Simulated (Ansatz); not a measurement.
`C/C=N/CF` + `C=C=CC` → `C=C=CCC` + `C=NCF` at 600 K and 1 bar (formal exchange of groups at a C–C bond).

Computed with Ansatz on PBE0-D4/def2-TZVP structures; ΔE is electronic, products minus reactants. CCSD(T)/CBS is the MP2 limit (def2-TZVPP, def2-QZVPP) plus CCSD(T) − MP2 in def2-TZVPP, frozen cores. Each species was taken in one conformer, which may not be the lowest.

| species | CCSD(T)/CBS energy (Eh) | H − E (kJ/mol) | S (J/(mol·K)) |
| --- | --- | --- | --- |
| `C/C=N/CF` | -272.23199 | 288.0 | 395.7 |
| `C=C=CC` | -155.75749 | 268.1 | 361.1 |
| `C=C=CCC` | -195.01849 | 355.7 | 413.3 |
| `C=NCF` | -232.96675 | 201.6 | 335.1 |

H − E and S are ideal-gas, rigid-rotor, harmonic terms from PBE0-D4/def2-TZVP, for one conformer and one mirror image of each species. 1 Eh = 2625.50 kJ/mol, R = 8.31446 J/(mol·K).

Q: By hand: ΔE, ΔH, ΔS and ΔG.

A: ΔE = (-195.01849) + (-232.96675) − (-272.23199) − (-155.75749) = 0.00424 Eh = 11.1 kJ/mol. Δ(H − E) = 355.7 + 201.6 − 288.0 − 268.1 = 1.2, so ΔH = 12.3 kJ/mol. ΔS = 413.3 + 335.1 − 395.7 − 361.1 = -8.4 J/(mol·K). ΔG = 12.3 − 600 × (-8.4)/1000 = 17.3 kJ/mol.

Q: By hand: the equilibrium constant, and the temperature at which ΔG would vanish if ΔH and ΔS stayed fixed.

A: log₁₀ K = −ΔG/(RT ln 10) = -1.5. ΔH and −TΔS have one sign here, so there is no such temperature.

TΔS isn't small against ΔH here. A doubt of 5 kJ/mol in ΔE shifts log₁₀ K by 0.4 here. Other conformers and mirror images would add mixing entropy, several J/(mol·K) or more a flexible species. These are equilibria of isolated gas molecules and say nothing of rates. Largest T1 diagnostic: 0.012 (customary marks: 0.02 for closed shells, 0.045 for open ones).

ΔS is within the doubt of such terms, so its sign, and with it that verdict, could turn.
